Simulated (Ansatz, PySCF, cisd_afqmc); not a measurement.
System: PH3, charge 0, singlet. PH3 (SMILES P).
B3LYP-D3(BJ)/def2-TZVP minimum from Ansatz (a program for electronic structure):
```xyz
4

P      0.0029     0.0016     0.1282
H     -0.0038     1.1839    -0.6561
H      1.0120    -0.6137    -0.6568
H     -1.0521    -0.5944    -0.6098
```

Property: enthalpy of formation at 298 K (by atomisation, with ideal-gas terms from PySCF's Hessian at B3LYP-D3(BJ)/def2-TZVP and the atoms' measured values of the G2/97 table; no spin-orbit terms), in kcal/mol. Radicals and triplets start from unrestricted determinants; spin-orbit coupling is neglected. Cores are frozen in correlated methods. Rows without X2C or -DK are non-relativistic. The Monte Carlo rows (phaseless AFQMC, CISD trial, step 0.005/hartree) carry one-sigma bars that omit the constraint's bias. Outlying blocks are dropped, and bars are widened where a walk drifts. Over all cases where full CI ran beside it in this data, AFQMC minus full CI had a median of +0.1 mEh and passed +0.4 mEh in a tenth of the cases. CBS(X,Y): correlation extrapolated as X^-3, Hartree-Fock from the larger set (Q,5: extrapolated as (X+1)exp(-9√X)). A bracket is a step between two methods taken in the basis named. Functionals run without relativity, which enters their misses. 'core' is core correlation in cc-pwCVTZ (1s frozen past Ne), 'X2C' scalar relativity in cc-pVTZ-DK, both at CCSD(T). Where a partner has so few electrons that a lower coupled-cluster level is exact, that level stands in.

Measured: 1.3 kcal/mol, 5.4 kJ/mol (G2/97 table in ASE (Curtiss et al.)).

```tsv
level	program	enthalpy of formation at 298 K (kcal/mol)	error against that value
HF/CBS(cc-pV(Q+d)Z,cc-pV(5+d)Z)	Ansatz	70.7	69.4
PBE/def2-TZVPD	Ansatz	4.1	2.8
wB97X-V/def2-TZVPD	Ansatz	-3.2	-4.5
MP2/CBS(cc-pV(Q+d)Z,cc-pV(5+d)Z)	Ansatz	9.3	8.0
CCSDT(Q)/cc-pV(T+d)Z	Ansatz	8.5	7.2
CCSD(T)/CBS(cc-pV(Q+d)Z,cc-pV(5+d)Z) + [AFQMC/CISD - CCSD(T)]/cc-pV(D+d)Z + core + X2C	Ansatz + cisd_afqmc	1.5 ± 0.1	0.2
CCSD(T)/CBS(cc-pV(Q+d)Z,cc-pV(5+d)Z) + [AFQMC/CISD - CCSD(T)]/cc-pV(T+d)Z + core + X2C	Ansatz + cisd_afqmc	1.5 ± 0.1	0.2
CCSD(T)/CBS(cc-pV(Q+d)Z,cc-pV(5+d)Z) + [CCSDT(Q) - CCSD(T)]/cc-pV(Q+d)Z + [CCSDTQ - CCSDT(Q)]/cc-pV(D+d)Z + core + X2C	Ansatz	1.6	0.3
```
